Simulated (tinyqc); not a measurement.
Inside a calculation. Method: CCSD on RHF in the sto-3g basis, for BH2+, spin multiplicity 1. Computed by tinyqc, a small Python program that keeps every step (integrals from PySCF). Settings: charge = 1, multiplicity = 1, basis = sto-3g, method = RHF, energy threshold = 1e-10, iteration cap = 83, orthogonalisation = canonical, start = core, DIIS depth = 6, amplitude equations = CCSD, DIIS depth for amplitudes = 6, cap on updates = 62. Command: `OMP_NUM_THREADS=1 python tinyqc.py 31802 31803 out.jsonl` (the two numbers bound the seeds that draw the settings). One thread of a shared host (Intel(R) Xeon(R) Processor @ 2.60GHz), about 0.3 s of CPU time with the checks. The early iterations of the SCF are left out here.

## One-electron integrals

Geometry (angstrom):
```
atom,x,y,z
B,0.0000,0.0000,0.0000
H,0.0000,1.1700,0.5580
H,0.0000,-1.1700,0.5580
```

Basis sto-3g: exponents (1/bohr^2) and contraction coefficients of normalised primitives:
```
element,l (shell),exponent,coefficient
B,s (1),48.7911,0.1543
B,s (1),8.8874,0.5353
B,s (1),2.4053,0.4446
B,s (2),2.2370,-0.1000
B,s (2),0.5198,0.3995
B,s (2),0.1691,0.7001
B,p (3),2.2370,0.1559
B,p (3),0.5198,0.6077
B,p (3),0.1691,0.3920
H,s (1),3.4253,0.1543
H,s (1),0.6239,0.5353
H,s (1),0.1689,0.4446
```

Overlap, kinetic and nuclear-attraction integrals over the contracted functions; the nuclear repulsion is the sum of Za Zb / Rab.

nuclear repulsion = 4.308514 hartree

overlap S:
```
,1B 1s,1B 2s,1B 2px,1B 2py,1B 2pz,2H 1s,3H 1s
1B 1s,1.0000,0.2693,0.0000,0.0000,0.0000,0.0522,0.0522
1B 2s,0.2693,1.0000,0.0000,0.0000,0.0000,0.4225,0.4225
1B 2px,0.0000,0.0000,1.0000,0.0000,0.0000,0.0000,0.0000
1B 2py,0.0000,0.0000,0.0000,1.0000,0.0000,0.4066,-0.4066
1B 2pz,0.0000,0.0000,0.0000,0.0000,1.0000,0.1939,0.1939
2H 1s,0.0522,0.4225,0.0000,0.4066,0.1939,1.0000,0.0664
3H 1s,0.0522,0.4225,0.0000,-0.4066,0.1939,0.0664,1.0000
```

kinetic energy T (hartree):
```
,1B 1s,1B 2s,1B 2px,1B 2py,1B 2pz,2H 1s,3H 1s
1B 1s,10.8263,-0.0480,0.0000,0.0000,0.0000,-0.0139,-0.0139
1B 2s,-0.0480,0.3592,0.0000,0.0000,0.0000,0.0642,0.0642
1B 2px,0.0000,0.0000,1.1239,0.0000,0.0000,0.0000,0.0000
1B 2py,0.0000,0.0000,0.0000,1.1239,0.0000,0.1620,-0.1620
1B 2pz,0.0000,0.0000,0.0000,0.0000,1.1239,0.0773,0.0773
2H 1s,-0.0139,0.0642,0.0000,0.1620,0.0773,0.7600,-0.0114
3H 1s,-0.0139,0.0642,0.0000,-0.1620,0.0773,-0.0114,0.7600
```

nuclear attraction V (hartree):
```
,1B 1s,1B 2s,1B 2px,1B 2py,1B 2pz,2H 1s,3H 1s
1B 1s,-23.9639,-3.3593,0.0000,0.0000,-0.0135,-0.6549,-0.6549
1B 2s,-3.3593,-4.5690,0.0000,0.0000,-0.1231,-1.6624,-1.6624
1B 2px,0.0000,0.0000,-4.4696,0.0000,0.0000,0.0000,0.0000
1B 2py,0.0000,0.0000,0.0000,-4.6381,0.0000,-1.5074,1.5074
1B 2pz,-0.0135,-0.1231,0.0000,0.0000,-4.5079,-0.7391,-0.7391
2H 1s,-0.6549,-1.6624,0.0000,-1.5074,-0.7391,-3.4746,-0.2583
3H 1s,-0.6549,-1.6624,0.0000,1.5074,-0.7391,-0.2583,-3.4746
```

core Hamiltonian H = T + V (hartree):
```
,1B 1s,1B 2s,1B 2px,1B 2py,1B 2pz,2H 1s,3H 1s
1B 1s,-13.1376,-3.4072,0.0000,0.0000,-0.0135,-0.6688,-0.6688
1B 2s,-3.4072,-4.2098,0.0000,0.0000,-0.1231,-1.5982,-1.5982
1B 2px,0.0000,0.0000,-3.3457,0.0000,0.0000,0.0000,0.0000
1B 2py,0.0000,0.0000,0.0000,-3.5142,0.0000,-1.3454,1.3454
1B 2pz,-0.0135,-0.1231,0.0000,0.0000,-3.3840,-0.6618,-0.6618
2H 1s,-0.6688,-1.5982,0.0000,-1.3454,-0.6618,-2.7146,-0.2697
3H 1s,-0.6688,-1.5982,0.0000,1.3454,-0.6618,-0.2697,-2.7146
```

## Two-electron integrals

Functions are numbered as in S; the eight-fold symmetry (ij|kl) = (ji|kl) = (kl|ij) leaves the list below.

Two-electron integrals (ij|kl) in chemists' order, unique and non-zero (hartree):
```
i,j,k,l,(ij|kl)
1,1,1,1,2.9235
2,1,1,1,0.5184
2,1,2,1,0.1093
2,2,1,1,0.7442
2,2,2,1,0.1932
2,2,2,2,0.5448
3,1,3,1,0.0203
3,2,3,1,0.0300
3,2,3,2,0.1203
3,3,1,1,0.7425
3,3,2,1,0.1932
3,3,2,2,0.5447
3,3,3,3,0.5868
4,1,4,1,0.0203
4,2,4,1,0.0300
4,2,4,2,0.1203
4,3,4,3,0.0316
4,4,1,1,0.7425
4,4,2,1,0.1932
4,4,2,2,0.5447
4,4,3,3,0.5235
4,4,4,4,0.5868
5,1,5,1,0.0203
5,2,5,1,0.0300
5,2,5,2,0.1203
5,3,5,3,0.0316
5,4,5,4,0.0316
5,5,1,1,0.7425
5,5,2,1,0.1932
5,5,2,2,0.5447
5,5,3,3,0.5235
5,5,4,4,0.5235
5,5,5,5,0.5868
6,1,1,1,0.1001
6,1,2,1,0.0210
6,1,2,2,0.0373
6,1,3,3,0.0372
6,1,4,1,0.0014
6,1,4,2,0.0025
6,1,4,4,0.0376
6,1,5,1,0.0007
6,1,5,2,0.0012
6,1,5,4,2.19e-04
6,1,5,5,0.0373
6,1,6,1,0.0042
6,2,1,1,0.2436
6,2,2,1,0.0642
6,2,2,2,0.1996
6,2,3,3,0.1938
6,2,4,1,0.0064
6,2,4,2,0.0390
6,2,4,4,0.2077
6,2,5,1,0.0030
6,2,5,2,0.0186
6,2,5,4,0.0066
6,2,5,5,0.1970
6,2,6,1,0.0132
6,2,6,2,0.1011
6,3,3,1,0.0064
6,3,3,2,0.0300
6,3,4,3,0.0073
6,3,5,3,0.0035
6,3,6,3,0.0111
6,4,1,1,0.2066
6,4,2,1,0.0552
6,4,2,2,0.1810
6,4,3,3,0.1714
6,4,4,1,0.0111
6,4,4,2,0.0623
6,4,4,4,0.1974
6,4,5,1,0.0023
6,4,5,2,0.0154
6,4,5,4,0.0089
6,4,5,5,0.1740
6,4,6,1,0.0119
6,4,6,2,0.1074
6,4,6,4,0.1227
6,5,1,1,0.0985
6,5,2,1,0.0263
6,5,2,2,0.0863
6,5,3,3,0.0817
6,5,4,1,0.0023
6,5,4,2,0.0154
6,5,4,4,0.0872
6,5,5,1,0.0075
6,5,5,2,0.0373
6,5,5,4,0.0099
6,5,5,5,0.0899
6,5,6,1,0.0057
6,5,6,2,0.0512
6,5,6,4,0.0533
6,5,6,5,0.0365
6,6,1,1,0.4040
6,6,2,1,0.1085
6,6,2,2,0.3814
6,6,3,3,0.3588
6,6,4,1,0.0130
6,6,4,2,0.1057
6,6,4,4,0.4137
6,6,5,1,0.0062
6,6,5,2,0.0504
6,6,5,4,0.0262
6,6,5,5,0.3713
6,6,6,1,0.0227
6,6,6,2,0.2477
6,6,6,4,0.2857
6,6,6,5,0.1362
6,6,6,6,0.7746
7,1,1,1,0.1001
7,1,2,1,0.0210
7,1,2,2,0.0373
7,1,3,3,0.0372
7,1,4,1,-0.0014
7,1,4,2,-0.0025
7,1,4,4,0.0376
7,1,5,1,0.0007
7,1,5,2,0.0012
7,1,5,4,-2.19e-04
7,1,5,5,0.0373
7,1,6,1,0.0040
7,1,6,2,0.0120
7,1,6,4,0.0098
7,1,6,5,0.0052
7,1,6,6,0.0201
7,1,7,1,0.0042
7,2,1,1,0.2436
7,2,2,1,0.0642
7,2,2,2,0.1996
7,2,3,3,0.1938
7,2,4,1,-0.0064
7,2,4,2,-0.0390
7,2,4,4,0.2077
7,2,5,1,0.0030
7,2,5,2,0.0186
7,2,5,4,-0.0066
7,2,5,5,0.1970
7,2,6,1,0.0120
7,2,6,2,0.0648
7,2,6,4,0.0514
7,2,6,5,0.0320
7,2,6,6,0.1199
7,2,7,1,0.0132
7,2,7,2,0.1011
7,3,3,1,0.0064
7,3,3,2,0.0300
7,3,4,3,-0.0073
7,3,5,3,0.0035
7,3,6,3,0.0064
7,3,7,3,0.0111
7,4,1,1,-0.2066
7,4,2,1,-0.0552
7,4,2,2,-0.1810
7,4,3,3,-0.1714
7,4,4,1,0.0111
7,4,4,2,0.0623
7,4,4,4,-0.1974
7,4,5,1,-0.0023
7,4,5,2,-0.0154
7,4,5,4,0.0089
7,4,5,5,-0.1740
7,4,6,1,-0.0098
7,4,6,2,-0.0514
7,4,6,4,-0.0358
7,4,6,5,-0.0250
7,4,6,6,-0.0912
7,4,7,1,-0.0119
7,4,7,2,-0.1074
7,4,7,4,0.1227
7,5,1,1,0.0985
7,5,2,1,0.0263
7,5,2,2,0.0863
7,5,3,3,0.0817
7,5,4,1,-0.0023
7,5,4,2,-0.0154
7,5,4,4,0.0872
7,5,5,1,0.0075
7,5,5,2,0.0373
7,5,5,4,-0.0099
7,5,5,5,0.0899
7,5,6,1,0.0052
7,5,6,2,0.0320
7,5,6,4,0.0250
7,5,6,5,0.0218
7,5,6,6,0.0618
7,5,7,1,0.0057
7,5,7,2,0.0512
7,5,7,4,-0.0533
7,5,7,5,0.0365
7,6,1,1,0.0383
7,6,2,1,0.0101
7,6,2,2,0.0313
7,6,3,3,0.0305
7,6,4,4,0.0316
7,6,5,1,0.0008
7,6,5,2,0.0051
7,6,5,5,0.0318
7,6,6,1,0.0020
7,6,6,2,0.0131
7,6,6,4,0.0122
7,6,6,5,0.0073
7,6,6,6,0.0285
7,6,7,1,0.0020
7,6,7,2,0.0131
7,6,7,4,-0.0122
7,6,7,5,0.0073
7,6,7,6,0.0022
7,7,1,1,0.4040
7,7,2,1,0.1085
7,7,2,2,0.3814
7,7,3,3,0.3588
7,7,4,1,-0.0130
7,7,4,2,-0.1057
7,7,4,4,0.4137
7,7,5,1,0.0062
7,7,5,2,0.0504
7,7,5,4,-0.0262
7,7,5,5,0.3713
7,7,6,1,0.0201
7,7,6,2,0.1199
7,7,6,4,0.0912
7,7,6,5,0.0618
7,7,6,6,0.2259
7,7,7,1,0.0227
7,7,7,2,0.2477
7,7,7,4,-0.2857
7,7,7,5,0.1362
7,7,7,6,0.0285
7,7,7,7,0.7746
```

## Orthogonalisation

S = U s U^T; canonical form X = U s^(-1/2), so that X^T S X = 1. Each column of U has its largest component positive (the first on a tie).

eigenvalues of S: 0.3481  0.3908  0.8727  1.0000  1.0866  1.5428  1.7590

X:
```
,1,2,3,4,5,6,7
1B 1s,-0.3516,0.0000,0.7731,0.0000,-0.5683,0.0000,0.2190
1B 2s,1.1523,0.0000,-0.2866,0.0000,-0.2434,0.0000,0.4779
1B 2px,0.0000,0.0000,0.0000,1.0000,0.0000,0.0000,0.0000
1B 2py,0.0000,1.0981,0.0000,0.0000,0.0000,0.5855,0.0000
1B 2pz,0.4623,0.0000,0.6192,0.0000,0.6995,0.0000,0.1837
2H 1s,-0.7770,-0.8226,-0.2032,0.0000,0.1562,0.3908,0.3595
3H 1s,-0.7770,0.8226,-0.2032,0.0000,0.1562,-0.3908,0.3595
```

## Iteration 8 (converged): orbitals

converged F (hartree):
```
,1B 1s,1B 2s,1B 2px,1B 2py,1B 2pz,2H 1s,3H 1s
1B 1s,-7.9292,-2.3028,0.0000,0.0000,0.0091,-0.4568,-0.4568
1B 2s,-2.3028,-1.4301,0.0000,0.0000,-0.1022,-0.6613,-0.6613
1B 2px,0.0000,0.0000,-0.1635,0.0000,0.0000,0.0000,0.0000
1B 2py,0.0000,0.0000,0.0000,-0.6129,0.0000,-0.4886,0.4886
1B 2pz,0.0091,-0.1022,0.0000,0.0000,-0.2113,-0.1916,-0.1916
2H 1s,-0.4568,-0.6613,0.0000,-0.4886,-0.1916,-0.6493,-0.1130
3H 1s,-0.4568,-0.6613,0.0000,0.4886,-0.1916,-0.1130,-0.6493
```

Diagonalise F' = X^T F X, C = X C', fill 3 alpha and 3 beta electrons from the bottom; D = 2 C_occ C_occ^T. Each column has its largest component positive (the first on a tie).

F' = X^T F X (hartree):
```
,1,2,3,4,5,6,7
1,0.0538,0.0000,0.7037,0.0000,-0.4918,0.0000,0.1979
2,0.0000,0.3007,0.0000,0.0000,0.0000,0.0021,0.0000
3,0.7037,0.0000,-3.7058,0.0000,3.2322,0.0000,-1.8076
4,0.0000,0.0000,0.0000,-0.1635,0.0000,0.0000,0.0000
5,-0.4918,0.0000,3.2322,0.0000,-3.2167,0.0000,1.8246
6,0.0000,0.0021,0.0000,0.0000,0.0000,-0.8210,0.0000
7,0.1979,0.0000,-1.8076,0.0000,1.8246,0.0000,-2.0593
```

orbital energies (hartree): MO1 -7.9337, MO2 -0.9634, MO3 -0.8210, MO4 -0.2288, MO5 -0.1635, MO6 0.1978, MO7 0.3007

coefficients C:
```
,MO1,MO2,MO3,MO4,MO5,MO6,MO7
1B 1s,0.9923,-0.2368,0.0000,0.1288,0.0000,-0.1872,0.0000
1B 2s,0.0295,0.6885,0.0000,-0.5336,0.0000,0.9685,0.0000
1B 2px,0.0000,0.0000,0.0000,0.0000,1.0000,0.0000,0.0000
1B 2py,0.0000,0.0000,0.5834,0.0000,0.0000,0.0000,1.0992
1B 2pz,0.0010,0.1003,0.0000,0.8197,0.0000,0.6620,0.0000
2H 1s,-0.0050,0.2993,0.3923,0.2378,0.0000,-0.8077,-0.8219
3H 1s,-0.0050,0.2993,-0.3923,0.2378,0.0000,-0.8077,0.8219
```

D after iteration 8:
```
,1B 1s,1B 2s,1B 2px,1B 2py,1B 2pz,2H 1s,3H 1s
1B 1s,2.0813,-0.2675,0.0000,0.0000,-0.0455,-0.1517,-0.1517
1B 2s,-0.2675,0.9498,0.0000,0.0000,0.1381,0.4118,0.4118
1B 2px,0.0000,0.0000,0.0000,0.0000,0.0000,0.0000,0.0000
1B 2py,0.0000,0.0000,0.0000,0.6807,0.0000,0.4578,-0.4578
1B 2pz,-0.0455,0.1381,0.0000,0.0000,0.0201,0.0600,0.0600
2H 1s,-0.1517,0.4118,0.0000,0.4578,0.0600,0.4870,-0.1286
3H 1s,-0.1517,0.4118,0.0000,-0.4578,0.0600,-0.1286,0.4870
```

## Convergence

Stop when the energy changes by less than 1e-10 hartree and every element of the error matrix X^T (F D S - S D F) X is below 3e-06.

Course of the cycle:
```
iteration,E (hartree),change,largest element of the error matrix
1,-24.126641,-,7.72e-01
2,-25.113403,-9.87e-01,6.98e-02
3,-25.126141,-1.27e-02,2.32e-02
4,-25.127414,-1.27e-03,4.01e-03
5,-25.127456,-4.24e-05,5.21e-04
6,-25.127457,-3.19e-07,3.41e-05
7,-25.127457,-2.25e-09,1.12e-06
8,-25.127457,-1.24e-12,6.14e-08
```

PySCF RHF in the same basis = -25.127457 hartree

Converged in 8 iterations.

## Integrals over molecular orbitals

(pq|rs) = sum C_ip C_jq C_kr C_ls (ij|kl), one index at a time.

one-electron integrals over orbitals h = C^T H C (hartree):
```
,1,2,3,4,5,6,7
1,-13.1243,0.2881,0.0000,-0.1717,0.0000,0.1946,0.0000
2,0.2881,-3.4131,0.0000,0.1058,0.0000,-0.5013,0.0000
3,0.0000,0.0000,-3.1804,0.0000,0.0000,0.0000,-0.5471
4,-0.1717,0.1058,0.0000,-3.2415,0.0000,-0.2631,0.0000
5,0.0000,0.0000,0.0000,0.0000,-3.3457,0.0000,0.0000
6,0.1946,-0.5013,0.0000,-0.2631,0.0000,-2.6933,0.0000
7,0.0000,0.0000,-0.5471,0.0000,0.0000,0.0000,-2.6871
```

Two-electron integrals over orbitals (pq|rs), unique and non-zero (hartree):
```
p,q,r,s,(pq|rs)
1,1,1,1,2.8914
2,1,1,1,-0.2579
2,1,2,1,0.0366
2,2,1,1,0.6181
2,2,2,1,-0.0083
2,2,2,2,0.4695
3,1,3,1,0.0088
3,2,3,1,0.0147
3,2,3,2,0.1413
3,3,1,1,0.5542
3,3,2,1,-0.0036
3,3,2,2,0.4610
3,3,3,3,0.4790
4,1,1,1,0.1388
4,1,2,1,-0.0175
4,1,2,2,0.0125
4,1,3,3,0.0060
4,1,4,1,0.0258
4,2,1,1,-0.0754
4,2,2,1,0.0063
4,2,2,2,0.0187
4,2,3,3,0.0166
4,2,4,1,0.0137
4,2,4,2,0.0709
4,3,3,1,-0.0022
4,3,3,2,0.0243
4,3,4,3,0.0312
4,4,1,1,0.7030
4,4,2,1,-0.0118
4,4,2,2,0.4420
4,4,3,3,0.4253
4,4,4,1,-0.0108
4,4,4,2,-0.0731
4,4,4,4,0.5753
5,1,5,1,0.0217
5,2,5,1,0.0221
5,2,5,2,0.0752
5,3,5,3,0.0189
5,4,5,1,-0.0115
5,4,5,2,-0.0314
5,4,5,4,0.0420
5,5,1,1,0.7420
5,5,2,1,-0.0096
5,5,2,2,0.4708
5,5,3,3,0.4361
5,5,4,1,0.0048
5,5,4,2,-0.0385
5,5,4,4,0.5065
5,5,5,5,0.5868
6,1,1,1,-0.1956
6,1,2,1,0.0297
6,1,2,2,-0.0017
6,1,3,3,-0.0005
6,1,4,1,-0.0043
6,1,4,2,0.0137
6,1,4,4,-0.0168
6,1,5,5,-0.0055
6,1,6,1,0.0298
6,2,1,1,0.1956
6,2,2,1,-0.0064
6,2,2,2,0.0497
6,2,3,3,0.0114
6,2,4,1,0.0132
6,2,4,2,-0.0035
6,2,4,4,0.0580
6,2,5,5,0.0994
6,2,6,1,0.0011
6,2,6,2,0.0874
6,3,3,1,0.0009
6,3,3,2,-0.0673
6,3,4,3,-0.0267
6,3,6,3,0.0764
6,4,1,1,0.0874
6,4,2,1,-5.13e-06
6,4,2,2,0.0244
6,4,3,3,0.0026
6,4,4,1,0.0052
6,4,4,2,-0.0017
6,4,4,4,0.0418
6,4,5,5,0.0414
6,4,6,1,0.0034
6,4,6,2,0.0485
6,4,6,4,0.0340
6,5,5,1,0.0165
6,5,5,2,0.0506
6,5,5,4,-0.0112
6,5,6,5,0.0420
6,6,1,1,0.6019
6,6,2,1,-0.0068
6,6,2,2,0.4737
6,6,3,3,0.4668
6,6,4,1,0.0213
6,6,4,2,0.0551
6,6,4,4,0.4088
6,6,5,5,0.4454
6,6,6,1,0.0052
6,6,6,2,0.0335
6,6,6,4,0.0176
6,6,6,6,0.5238
7,1,3,1,0.0135
7,1,3,2,0.0201
7,1,4,3,-0.0038
7,1,6,3,0.0015
7,1,7,1,0.0208
7,2,3,1,0.0079
7,2,3,2,-0.0149
7,2,4,3,-0.0314
7,2,6,3,0.0505
7,2,7,1,0.0115
7,2,7,2,0.0539
7,3,1,1,0.2201
7,3,2,1,-0.0062
7,3,2,2,0.0406
7,3,3,3,0.0243
7,3,4,1,-0.0007
7,3,4,2,-0.0525
7,3,4,4,0.1013
7,3,5,5,0.1075
7,3,6,1,-0.0064
7,3,6,2,0.0706
7,3,6,4,0.0387
7,3,6,6,-0.0061
7,3,7,3,0.1088
7,4,3,1,-0.0085
7,4,3,2,-0.0691
7,4,4,3,0.0036
7,4,6,3,0.0401
7,4,7,1,-0.0125
7,4,7,2,0.0040
7,4,7,4,0.0545
7,5,5,3,0.0165
7,5,7,5,0.0183
7,6,3,1,0.0097
7,6,3,2,0.1167
7,6,4,3,0.0373
7,6,6,3,-0.0807
7,6,7,1,0.0134
7,6,7,2,-0.0419
7,6,7,4,-0.0566
7,6,7,6,0.1250
7,7,1,1,0.6439
7,7,2,1,-0.0089
7,7,2,2,0.4621
7,7,3,3,0.4795
7,7,4,1,0.0040
7,7,4,2,-0.0010
7,7,4,4,0.4580
7,7,5,5,0.4568
7,7,6,1,-0.0066
7,7,6,2,0.0117
7,7,6,4,0.0012
7,7,6,6,0.4761
7,7,7,3,0.0348
7,7,7,7,0.5079
```

## CCSD: starting amplitudes

t_ij^ab = <ij||ab> / (e_i + e_j - e_a - e_b), whose energy is MP2.

Starting amplitudes (spin orbitals 1a, 1b, ...; amplitudes related by a flip of all spins are not repeated; the 24 largest):
```
from,to,t
3a 3b,7a 7b,-0.0485
2a 2b,4a 4b,-0.0483
2a 2b,5a 5b,-0.0470
2a 2b,6a 6b,-0.0376
3a 3b,6a 6b,-0.0375
2a 3b,6a 7b,-0.0309
2a 3b,4a 7b,0.0283
3a 3b,4a 4b,-0.0263
2a 3b,6b 7a,0.0221
2a 2b,7a 7b,-0.0213
2a 3b,4b 7a,-0.0169
3a 3b,4a 6b,0.0165
3a 3b,5a 5b,-0.0143
2a 3a,4a 7a,0.0114
2a 3a,6a 7a,-0.0088
1a 2b,5a 5b,-0.0026
2a 2b,4a 6b,0.0019
1a 1b,6a 6b,-0.0018
1a 1b,4a 4b,-0.0017
1a 2b,4a 4b,-0.0016
1a 2b,4b 6a,0.0015
1a 2b,4a 6b,-0.0015
1a 1b,5a 5b,-0.0014
1a 1b,7a 7b,-0.0013
```

correlation energy = -0.033439 hartree

## CCSD: amplitude update 1

t_i^a D_i^a and t_ij^ab D_ij^ab are set to the remaining terms of the spin-orbital equations, evaluated with the old amplitudes; for the doubles these are <ij||ab> + 1/2 <ab||ef> t_ij^ef + 1/2 <mn||ij> t_mn^ab + P(ij)P(ab) <mb||ej> t_im^ae + terms in t^2 + terms with t1, D the orbital-energy denominators.

Amplitudes after update 1 (spin orbitals 1a, 1b, ...; amplitudes related by a flip of all spins are not repeated; the 24 largest):
```
from,to,t
3a 3b,7a 7b,-0.0625
2a 2b,4a 4b,-0.0624
2a 2b,5a 5b,-0.0623
3a 3b,6a 6b,-0.0491
2a 2b,6a 6b,-0.0470
2a 3b,6a 7b,-0.0419
2a 3b,4a 7b,0.0384
3a 3b,4a 4b,-0.0347
2a 3b,6b 7a,0.0322
2a 2b,7a 7b,-0.0283
3a 3b,4a 6b,0.0270
2a 3b,4b 7a,-0.0254
3a 3b,5a 5b,-0.0132
2a 3a,4a 7a,0.0130
2a 3a,6a 7a,-0.0097
2a,4a,-0.0085
1a 2b,5a 5b,-0.0027
3a,7a,-0.0018
2a 2b,4a 6b,0.0017
1a 2b,4a 4b,-0.0017
1a 2b,4b 6a,0.0016
1a 2b,4a 6b,-0.0016
1a 1b,6a 6b,-0.0016
1a 1b,4a 4b,-0.0015
```

correlation energy = -0.044268 hartree

## CCSD: convergence

E_corr = 1/4 sum <ij||ab> t_ij^ab + 1/2 sum <ij||ab> t_i^a t_j^b; stop when the norm of the change is below 1e-8.

Course of the amplitude iterations:
```
update,correlation energy (hartree),norm of the change
0,-0.033439,-
1,-0.044268,9.02e-02
2,-0.048072,3.69e-02
3,-0.050643,1.76e-02
4,-0.050675,3.98e-03
5,-0.050685,6.39e-04
6,-0.050681,1.11e-04
7,-0.050683,2.80e-05
8,-0.050683,8.26e-06
9,-0.050683,1.56e-06
10,-0.050683,5.31e-07
11,-0.050683,1.11e-07
12,-0.050683,2.18e-08
13,-0.050683,4.33e-09
```

Converged amplitudes (spin orbitals 1a, 1b, ...; amplitudes related by a flip of all spins are not repeated; the 24 largest):
```
from,to,t
2a 2b,4a 4b,-0.0736
2a 2b,5a 5b,-0.0731
3a 3b,7a 7b,-0.0682
3a 3b,6a 6b,-0.0560
2a 2b,6a 6b,-0.0487
2a 3b,6a 7b,-0.0469
2a 3b,4a 7b,0.0458
3a 3b,4a 4b,-0.0429
3a 3b,4a 6b,0.0416
2a 3b,6b 7a,0.0370
2a 2b,7a 7b,-0.0332
2a 3b,4b 7a,-0.0323
2a,4a,-0.0245
2a 3a,4a 7a,0.0135
2a 3a,6a 7a,-0.0099
3a,7a,-0.0054
3a 3b,5a 5b,-0.0039
1a 2b,5a 5b,-0.0027
2a,6a,-0.0023
1a 2b,4a 4b,-0.0017
1a 2b,4b 6a,0.0016
1a 1b,6a 6b,-0.0016
1a 2b,4a 6b,-0.0016
1a 1b,4a 4b,-0.0014
```

CCSD total energy = -25.178139 hartree

T1 diagnostic, norm of the one-spin t1 over sqrt(correlated electrons) = 0.0103

Converged in 13 updates, with DIIS from the third.
